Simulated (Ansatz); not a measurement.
Two shapes of doublet C2H4O(+).

Shape 1:

```xyz
7

C     0.2881   -0.2978   -0.1996
O     1.1454    0.4792    0.0442
C    -1.1597   -0.1060    0.1466
H     0.5273   -1.2444   -0.7184
H    -1.3047    0.8488    0.6483
H    -1.7633   -0.1452   -0.7630
H    -1.4943   -0.9217    0.7916
```

Shape 2:

```xyz
7

C     0.2520   -0.3274   -0.2084
O     1.1670    0.4962    0.0490
C    -1.1615   -0.0944    0.1527
H     0.5366   -1.2402   -0.7179
H    -1.3058    0.8481    0.6482
H    -1.7594   -0.1459   -0.7654
H    -1.4900   -0.9234    0.7914
```

Basis set: def2-SVP (spherical functions). Left uncorrelated: 3 orbitals. Charge 1, multiplicity 2.

Computed with Ansatz (development build ahead of 0.2.0); each method stands on the lowest determinant of its kind that the runs found.

(1) Which shape is lower in energy, and by how much in each method?

Results:

(1)

```csv
method,E(2) − E(1) (eV)
UHF,-0.013
UHF-MP2,0.047
```

The methods disagree on the order.
